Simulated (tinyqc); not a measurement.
Inside a calculation. Method: G0W0 on RHF in the sto-6g basis, for H2F+, spin multiplicity 1. One step of it, computed by the program tinyqc.

Problem. Screening: direct RPA. With D = e_a - e_i and K = (ia|jb): diagonalise D^(1/2) (D + 4K) D^(1/2) = Z w^2 Z^T; X + Y = D^(1/2) Z w^(-1/2), each column of Z with its largest component positive (the first on a tie); E_c = (sum w - tr (D + 2K)) / 2.

orbital energies (hartree): [-26.991815, -2.110138, -1.213612, -1.126585, -1.074420, 0.006269, 0.133372]

Two-electron integrals over orbitals (pq|rs), unique and non-zero (hartree):
```
(11|11) 5.380953    (21|11) -0.512306   (21|21) 0.079332    (22|11) 1.218969
(22|21) -0.019705   (22|22) 0.868599    (31|31) 0.018489    (32|31) 0.026478
(32|32) 0.160860    (33|11) 1.010371    (33|21) -0.007750   (33|22) 0.773948
(33|33) 0.756341    (41|11) 0.159263    (41|21) -0.020983   (41|22) 0.016964
(41|33) 0.005374    (41|41) 0.030139    (42|11) -0.106402   (42|21) 0.010004
(42|22) 0.009892    (42|33) -0.008219   (42|41) 0.027333    (42|42) 0.153694
(43|31) -0.004985   (43|32) 0.001647    (43|43) 0.050397    (44|11) 1.151557
(44|21) -0.014694   (44|22) 0.806307    (44|33) 0.721905    (44|41) -0.011938
(44|42) -0.094703   (44|44) 0.888336    (51|51) 0.030394    (52|51) 0.038755
(52|52) 0.180152    (53|53) 0.039493    (54|51) -0.011239   (54|52) -0.040038
(54|54) 0.056582    (55|11) 1.265976    (55|21) -0.013351   (55|22) 0.881526
(55|33) 0.760427    (55|41) 0.003976    (55|42) -0.055642   (55|44) 0.831651
(55|55) 0.998085    (61|11) 0.228932    (61|21) -0.038051   (61|22) 0.002904
(61|33) 0.001848    (61|41) -0.003808   (61|42) -0.020906   (61|44) 0.015358
(61|55) 0.005517    (61|61) 0.026101    (62|11) -0.313981   (62|21) 0.007950
(62|22) -0.156902   (62|33) -0.101273   (62|41) -0.019272   (62|42) -0.039595
(62|44) -0.100005   (62|55) -0.157343   (62|61) 0.005768    (62|62) 0.086058
(63|31) -0.004922   (63|32) 0.017668    (63|43) 0.015057    (63|63) 0.058298
(64|11) -0.271985   (64|21) 0.002967    (64|22) -0.139187   (64|33) -0.088773
(64|41) -0.003829   (64|42) 0.022934    (64|44) -0.152511   (64|55) -0.148385
(64|61) 0.000438    (64|62) 0.061474    (64|64) 0.079027    (65|51) -0.013981
(65|52) -0.053009   (65|54) -0.006563   (65|65) 0.028104    (66|11) 0.749476
(66|21) -0.006122   (66|22) 0.605810    (66|33) 0.574462    (66|41) 0.017844
(66|42) 0.070528    (66|44) 0.557074    (66|55) 0.573322    (66|61) -0.006165
(66|62) -0.068515   (66|64) -0.032478   (66|66) 0.566154    (71|31) -0.017589
(71|32) -0.024007   (71|43) 0.004878    (71|63) 0.004377    (71|71) 0.016754
(72|31) -0.016870   (72|32) -0.058446   (72|43) 0.028425    (72|63) 0.029089
(72|71) 0.015446    (72|72) 0.052955    (73|11) -0.414618   (73|21) 0.008306
(73|22) -0.191168   (73|33) -0.160622   (73|41) 0.001613    (73|42) 0.066834
(73|44) -0.189816   (73|55) -0.220673   (73|61) -0.005780   (73|62) 0.071404
(73|64) 0.088099    (73|66) -0.022263   (73|73) 0.158177    (74|31) 0.008893
(74|32) 0.063844    (74|43) -0.008125   (74|63) 0.039519    (74|71) -0.008354
(74|72) -0.010070   (74|74) 0.054335    (75|53) -0.024891   (75|75) 0.018758
(76|31) 0.009834    (76|32) 0.092031    (76|43) 0.045010    (76|63) 0.069440
(76|71) -0.009013   (76|72) 0.012254    (76|74) 0.063655    (76|76) 0.149944
(77|11) 0.791914    (77|21) -0.006934   (77|22) 0.619658    (77|33) 0.622680
(77|41) 0.003896    (77|42) 0.014665    (77|44) 0.592555    (77|55) 0.600838
(77|61) 0.001936    (77|62) -0.047821   (77|64) -0.025855   (77|66) 0.555530
(77|73) -0.056240   (77|77) 0.589599
```

Give: D^(1/2) (D + 4K) D^(1/2); excitation energies w; X + Y; RPA correlation energy.

Solution.

D^(1/2) (D + 4K) D^(1/2) (hartree^2), order 1>6, 1>7, 2>6, 2>7, 3>6, 3>7, 4>6, 4>7, 5>6, 5>7:
```
[[731.7152, 0.0000, 0.1744, 0.0000, 0.0000, -0.1394, 0.0097, 0.0000, 0.0000, 0.0000],
 [0.0000, 737.5935, 0.0000, 0.4820, 0.1007, 0.0000, 0.0000, -0.1954, 0.0000, 0.0000],
 [0.1744, 0.0000, 5.2077, 0.0000, 0.0000, 0.4822, 0.3807, 0.0000, 0.0000, 0.0000],
 [0.0000, 0.4820, 0.0000, 5.5086, 0.1925, 0.0000, 0.0000, -0.0677, 0.0000, 0.0000],
 [0.0000, 0.1007, 0.0000, 0.1925, 1.7726, 0.0000, 0.0000, 0.1960, 0.0000, 0.0000],
 [-0.1394, 0.0000, 0.4822, 0.0000, 0.0000, 2.6666, 0.4353, 0.0000, 0.0000, 0.0000],
 [0.0097, 0.0000, 0.3807, 0.0000, 0.0000, 0.4353, 1.6415, 0.0000, 0.0000, 0.0000],
 [0.0000, -0.1954, 0.0000, -0.0677, 0.1960, 0.0000, 0.0000, 1.8613, 0.0000, 0.0000],
 [0.0000, 0.0000, 0.0000, 0.0000, 0.0000, 0.0000, 0.0000, 0.0000, 1.2894, 0.0000],
 [0.0000, 0.0000, 0.0000, 0.0000, 0.0000, 0.0000, 0.0000, 0.0000, 0.0000, 1.5494]]
```

excitation energies w (hartree): [1.1355, 1.2129, 1.2447, 1.2675, 1.4201, 1.6409, 2.3135, 2.3493, 27.0502, 27.1587]

X + Y, order 1>6, 1>7, 2>6, 2>7, 3>6, 3>7, 4>6, 4>7, 5>6, 5>7:
```
[[0.0000, -0.0003, 0.0000, 0.0000, 0.0000, 0.0009, -0.0007, 0.0000, 0.9990, 0.0000],
 [0.0000, 0.0000, 0.0000, -0.0011, 0.0006, 0.0000, 0.0000, -0.0023, 0.0000, 0.9994],
 [0.0000, -0.0723, 0.0000, 0.0000, 0.0000, -0.2538, 0.9308, 0.0000, 0.0001, 0.0000],
 [0.0000, 0.0000, 0.0000, -0.0658, -0.0236, 0.0000, 0.0000, 0.9759, 0.0000, 0.0002],
 [0.0000, 0.0000, 0.0000, 0.7704, 0.5719, 0.0000, 0.0000, 0.0364, 0.0000, 0.0000],
 [0.0000, -0.3394, 0.0000, 0.0000, 0.0000, 0.8394, 0.1485, 0.0000, 0.0000, 0.0000],
 [0.0000, 0.9134, 0.0000, 0.0000, 0.0000, 0.2516, 0.0859, 0.0000, 0.0000, 0.0000],
 [0.0000, 0.0000, 0.0000, -0.6153, 0.7410, 0.0000, 0.0000, -0.0115, 0.0000, -0.0001],
 [0.9756, 0.0000, 0.0000, 0.0000, 0.0000, 0.0000, 0.0000, 0.0000, 0.0000, 0.0000],
 [0.0000, 0.0000, 0.9850, 0.0000, 0.0000, 0.0000, 0.0000, 0.0000, 0.0000, 0.0000]]
```

RPA correlation energy = -0.047644 hartree
